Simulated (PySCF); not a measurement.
Input file for PySCF: R-MP2/6-31G* on CH5N (SMILES CN) with ghost functions.

```python
from pyscf import gto, scf, dft, mp
from pyscf.data.elements import chemcore

mol = gto.M(
    atom='''
    N     1.93963473    0.60349076   -0.01390022
    H     2.31025473    1.11126776    0.77923278
    H     2.31037773    1.06782976   -0.83315822
    C     2.41738673   -0.78254224    0.02356178
    H     2.02550173   -1.31656724   -0.83863022
    H     3.50409773   -0.88927724    0.02659578
    H     2.02526073   -1.26927224    0.91319378
    ghost-O   -1.98244327    0.74238076   -0.00172522
    ghost-H   -1.00989927    0.76826076   -0.00677222
    ghost-C   -2.35219427   -0.61736524   -0.00649722
    ghost-H   -3.43844727   -0.66664524   -0.00224622
    ghost-H   -1.99892927   -1.14810124   -0.89585422
    ghost-H   -1.99160327   -1.15627024    0.87496878
    ''',
    basis='6-31g*',
    cart=True,
    charge=0, spin=0, verbose=3, max_memory=1800)
mf = scf.RHF(mol)
mf.conv_tol = 1e-8
mf.max_cycle = 100
mf.kernel()
if not mf.converged:
    mf = mf.newton().run(mf.mo_coeff, mf.mo_occ)
pt = mp.MP2(mf, frozen=chemcore(mol)).run()
```

The log:

```
converged SCF energy = -95.2103312921389
E(RMP2) = -95.5078674212033  E_corr = -0.297536129064377
E(SCS-RMP2) = -95.5073272284801  E_corr = -0.296995936341127
```

The run converged.

Cost: roughly 1.1 core-seconds.
